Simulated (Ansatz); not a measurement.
# AlNH3 (doublet): from Hartree-Fock to the top rungs at a displaced geometry (v1), cc-pVDZ

An exercise on one series of results from a longer session: the logs are not shown, and one member is left open.

Program: Ansatz 0.2.0, Gaussian basis. Level of theory: cc-pVDZ, core rule «outside noble gas», up to 6 orbitals frozen. These are calculated values, not measurements.

Plan: UHF; CCSD(T) on ROHF; CCSD(T) on UHF; BCCD(T) on ROHF; CISD; CCSDT(Q) on ROHF; CCSDT(Q) on UHF.

25 further runs of the same task are left out: 4 for a known fault of the program, 8 that didn't finish, 13 set aside as unsound or not needed.

### The system

The geometry is a PBE0/def2-TZVP stationary point (not a proven minimum) with its atoms shifted at random (size 0.040 Å).

5 atoms, charge 0, spin multiplicity 2.

Atoms are counted from 1 here; the program's logs count them from 0.

Bond lengths: Al1–N2 1.755 Å, Al1–H3 1.597 Å, Al1–H4 1.589 Å, N2–H5 1.074 Å. Angles: N2–Al1–H3 115.2°, N2–Al1–H4 115.5°, H3–Al1–H4 129.4°, Al1–N2–H5 174.7°.

As a file:

```xyz
5
AlH3N
Al    0.0027    0.0047    0.5922
N     0.0019   -0.0115   -1.1633
H     0.0498    1.4551    1.2583
H    -0.0529   -1.4222    1.2881
H    -0.0953    0.0012   -2.2324
```

The first run:

Contents of in.yaml:

```yaml
crystal:
  periodic: [false, false, false]
  atoms:
    - {symbol: Al, position_ang: [0.002705, 0.004678, 0.592153]}
    - {symbol: N, position_ang: [0.001872, -0.011465, -1.163272]}
    - {symbol: H, position_ang: [0.049836, 1.455110, 1.258264]}
    - {symbol: H, position_ang: [-0.052941, -1.422233, 1.288067]}
    - {symbol: H, position_ang: [-0.095325, 0.001211, -2.232434]}
basis:
  gaussian: {orbitals: cc-pVDZ}
magnetization: {spin_polarized: true, initial_magnetization: 1}
hamiltonian: {xc: hf}
output: {orbitals: {seedname: orbitals}}
```

On the command line:

```console
> ansatz run in.yaml --threads 1 --pin off --events-out ev --progress --plain --max-ram 2393MiB
```

Steps of the session up to this table: UHF; CCSD(T) on ROHF; CCSD(T) on UHF; BCCD(T) on ROHF; CISD; CCSDT(Q) on ROHF; CCSDT(Q) on UHF.

One of the session's tables, all rows but one given; the rest of the session is left out.

| method | from UCCSDT(Q) (meV) |
| --- | --- |
| ROHF | +6754.0 |
| UHF | +6631.7 |
| RMP2 | +1085.1 |
| UMP2 | +1081.8 |
| CISD | +660.8 |
| RCCSD | +181.3 |
| UCCSD | +179.2 |
| RCCSD(T) | +40.7 |
| UCCSD(T) | +40.5 |
| BCCD(T) | +40.0 |
| RCCSDT | +13.8 |
| UCCSDT | ? |
| RCCSDT(Q) | +1.6 |
| UCCSDT(Q) | 0 |

Q: Estimate the row for UCCSDT from the others.

As computed: from UCCSDT(Q) (meV): +13.3. In the column «from UCCSDT(Q) (meV)» it lies between RCCSDT(Q) (+1.6) and RCCSDT (+13.8).

To keep in mind: Restricted and unrestricted rows rest on different reference determinants; where their highest levels disagree by more than a few hundredths of an eV, they describe different states and don't form one ladder.
